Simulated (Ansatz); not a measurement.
Stepwise reaction of `B[SiH2]B` with ammonia, as a gas-phase model of exchange steps in deposition or etching. ΔE in kJ/mol; ΔG adds harmonic PBE0-D4 terms to CCSD(T)/CBS, at 1 bar.

Gas-phase electronic energies from Ansatz, PBE0-D4/def2-TZVP geometries. CCSD(T)/CBS adds triple-zeta CCSD(T) − MP2 to the extrapolated MP2 energy (def2 sets, frozen cores). This one scheme is used for every species. DFT in def2-TZVPP. B3LYP here is the variant with VWN-RPA as its local correlation; programs differ in this. One conformer a species, not always the lowest.

```
step                             reaction  PBE-D4  B3LYP-D4  ωB97M-V  CCSD(T)/CBS  ΔG(400 K)
   1  `B[SiH2]B` + NH₃ → `B[SiH2]N` + BH₃   -27.3     -48.7    -52.6        -48.0      -52.0
   2  `B[SiH2]N` + NH₃ → `N[SiH2]N` + BH₃   -64.5     -81.9    -85.5        -82.8      -79.9
```

By hand: ΔE of the 2 steps together at CCSD(T)/CBS.

(-48.0) + (-82.8) = -130.8 kJ/mol, or -65.4 kJ/mol a step.

In ΔE each step is lower than the one before. All are downhill at CCSD(T)/CBS. ΔG lies between -79.9 and -52.0 kJ/mol a step. PBE-D4 differs from CCSD(T)/CBS by 18.3 to 20.7 kJ/mol a step. Isolated molecules leave out the surface, adducts and barriers. Largest T1 diagnostic: 0.015.
